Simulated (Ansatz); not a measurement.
Geometry optimisation, RKS PBE0-D4/def2-SVPD in Ansatz 0.2.0.

input.yaml

```yaml
crystal:
  periodic: [false, false, false]
  atoms:
    - { symbol: B, position_ang: [-0.869049, -0.00037, 0.132943] }
    - { symbol: H, position_ang: [1.187986, 0.000302, 1.346775] }
    - { symbol: Cl, position_ang: [2.182684, -0.000177, 0.457893] }
    - { symbol: F, position_ang: [-1.077921, 0.000245, -1.115611] }
basis:
  gaussian: { orbitals: def2-SVPD }
hamiltonian:
  xc: pbe0
  dispersion: d4
relax:
  f_tol: 0.03
  max_steps: 50
```

Command:

```bash
$ ansatz run input.yaml --threads 1 --pin off --max-ram 2048MiB --backend cpu --events-out ev --progress --plain --runs-dir out
```

Task: Where does it end, and by what steps?

Result: It converged. The force dipped under the threshold on the way, but the program's further checks kept it going. After 14 steps the energy has fallen by 0.184 eV; Cl3 moved furthest, 0.84 Å.

| step | energy less start (eV) | largest force component (eV/Å) | accepted |
| --- | --- | --- | --- |
| 0 | 0.0000 | 0.772 | yes |
| 1 | -0.0157 | 1.124 | yes |
| 2 | -0.0515 | 0.422 | yes |
| 3 | -0.0426 | 1.993 | no |
| 4 | -0.0770 | 0.511 | yes |
| 5 | -0.0996 | 0.608 | yes |
| 6 | -0.1231 | 0.696 | yes |
| 7 | -0.1459 | 0.240 | yes |
| 8 | -0.1657 | 0.341 | yes |
| 9 | -0.1733 | 0.331 | yes |
| 10 | -0.1766 | 0.346 | yes |
| 11 | -0.1835 | 0.017 | yes |
| 12 | -0.1765 | 0.585 | no |
| 13 | -0.1838 | 0.038 | yes |
| 14 | -0.1839 | 0.001 | yes |

```xyz
4
Properties=species:S:1:pos:R:3
B -0.619 0.000 -0.262
H 1.302 0.000 0.671
Cl 2.489 0.000 1.236
F -1.749 0.000 -0.823
```

Time of the run: 25 s on 1 thread of Arm Neoverse V2 (shared host), peak memory 0.13 GiB.
